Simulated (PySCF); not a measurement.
Methyl formate, SMILES COC=O (C2H4O2) (PBE0/def2-SVP optimised geometry):

```
8

C     -1.255    -0.659     0.006
O      0.155    -0.494     0.003
C      0.593     0.762     0.000
O     -0.098     1.739     0.000
H     -1.703    -0.211    -0.893
H     -1.439    -1.739     0.022
H     -1.703    -0.183     0.891
H      1.703     0.762     0.000
```

Method: PBE0/def2-TZVP (PySCF).

Q: What are the frontier orbital energies and the dipole moment?

A: HOMO-2 -10.42 eV, HOMO-1 -9.03 eV, HOMO -8.35 eV, LUMO 0.06 eV, LUMO+1 1.61 eV; dipole moment 1.93 D.

On the same geometry PBE/def2-TZVP (PySCF 2.14.0) gives HOMO-2 -8.74 eV, HOMO-1 -7.54 eV, HOMO -6.66 eV, LUMO -1.11 eV, LUMO+1 0.79 eV; dipole moment 1.90 D.

Meta-Löwdin charges at PBE0/def2-TZVP: C1 -0.14, O2 -0.32, C3 0.42, O4 -0.44, H5 0.13, H6 0.13, H7 0.13, H8 0.10.
